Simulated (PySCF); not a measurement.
**Dipole moment and polarisability of `ClC(Cl)[C@H]1CO1`**

Species: C₃H₄Cl₂O.
Structure used (PBE0-D3(BJ)/def2-SVP), in Å, numbered top down from 1:
```
atom  x, y, z in Å
Cl1   -1.7408   -1.6180    0.0212
C2    -1.1189    0.0497   -0.0418
Cl3   -1.1143    0.6821   -1.6953
C4     0.2486    0.0692    0.5996
C5     1.4909   -0.0263   -0.1589
O6     1.0415    1.2001    0.3881
H7    -1.8218    0.6722    0.5261
H8     0.2188   -0.3156    1.6293
H9     2.3719   -0.4686    0.3216
H10    1.4463   -0.0977   -1.2513
```

Level: CAM-B3LYP/def2-SVPD (PySCF), static field, nuclei fixed, core orbitals frozen in the response. The polarisability tensor in these axes (au):

```
x   67.76  4.95  0.63
y    4.95 65.05 -6.17
z    0.63 -6.17 63.71
```

Problem. Give the principal values, the mean and the anisotropy Δα = √{½[(α1 − α2)² + (α2 − α3)² + (α1 − α3)²]}.

Solution. Principal values 56.78, 66.69 and 73.04 au; mean 65.51 au = 9.71 Å³ = 10.80 × 10⁻⁴⁰ C²·m²/J; Δα = 14.19 au (22 % of the mean).

Problem. What is the dipole moment, and where does it point?

Solution. (0.58, -0.86, 1.00) D, 1.44 D in size, pointing from the negative to the positive side. Measured along this direction, the outermost atoms are Cl3 at the negative end and H9 and H8 at the positive end.

Problem. In TDDFT the mean static polarisability is Σ f/ω² over all singlet excitations (ω in hartree). How much of it do the 10 lowest give? Their energies (eV) and oscillator strengths: 7.03, 0.0026; 7.20, 0.0183; 7.40, 0.0007; 7.63, 0.0112; 7.87, 0.0056; 7.96, 0.0189; 8.24, 0.0246; 8.32, 0.0186; 8.41, 0.0278; 8.49, 0.0277.

Solution. They add up to 1.78 au, 2.7 % of the 65.51 au; the largest single term is 0.29 au, from the state at 8.41 eV. Terms in order: 0.04, 0.26, 0.01, 0.14, 0.07, 0.22, 0.27, 0.20, 0.29, 0.28 au. Higher excitations give the rest. The strengths listed sum to 0.156.

Problem. Find the Langevin capture rate constant for H3+ (3.023 u) meeting this molecule (125.964 u), k = 2.342 × 10⁻⁹ cm³/s × √(α in Å³ / reduced mass in u).

Solution. The reduced mass is 2.95 u, so k = 4.25 × 10⁻⁹ cm³/s. The formula leaves out the permanent dipole, which adds to the capture rate.

Problem. Give the eigenvalues of the traceless quadrupole moment Θ = ½Σq(3rr − r²1), origin at the centre of nuclear charge.

Solution. -9.89, 2.30, 7.58 D·Å. The values depend on the origin, since the dipole doesn't vanish. The electronic extent ⟨r²⟩ about the same centre is 858 bohr², a root-mean-square distance of 1.94 Å for the 64 electrons.

Isolated species at its PBE0-D3(BJ)/def2-SVP geometry (one conformer only).

The run behind these numbers computed excited states and ΔSCF ions as well. On x86-64 server, one thread, no GPU, shared host, this took 3.7 min.
